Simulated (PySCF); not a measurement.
Molecule: `FBCl`, BClFH.

Molfile (atoms numbered from 1):
```
BClFH
     RDKit          3D

  4  3  0  0  0  0  0  0  0  0999 V2000
   -0.7114   -0.1941    0.1049 F   0  0  0  0  0  0  0  0  0  0  0  0
    0.2013    0.7462    0.1039 B   0  0  0  0  0  0  0  0  0  0  0  0
    1.8821    0.2812    0.1123 Cl  0  0  0  0  0  0  0  0  0  0  0  0
   -0.1262    1.9025    0.0971 H   0  0  0  0  0  0  0  0  0  0  0  0
  1  2  1  0
  2  3  1  0
  2  4  1  0
M  END
```

Geometry PBE0-D3(BJ)/def2-SVP throughout; GIAO in PySCF, gas phase, one conformer, non-relativistic; equivalent atoms averaged; basis pcSseg-2.

For orientation, LC-wPBE gives these shifts δ (against CFCl3, BF3·OEt2, HCl, TMS at the same level): F1 15.3, B2 43.5, Cl3 195.8, H4 5.46 ppm.

A run gave: F1 -3.1, B2 40.1, Cl3 132.1, H4 5.10 ppm (shifts δ (against CFCl3, BF3·OEt2, HCl, TMS at the same level)).

Which functional was used in that run?
A. PBE
B. CAM-B3LYP
C. HF
D. WP04

## Answers

C. Cl3 tells them apart best: HF gives 132.1, WP04 gives 163.1, CAM-B3LYP gives 208.3, PBE gives 240.7 ppm.
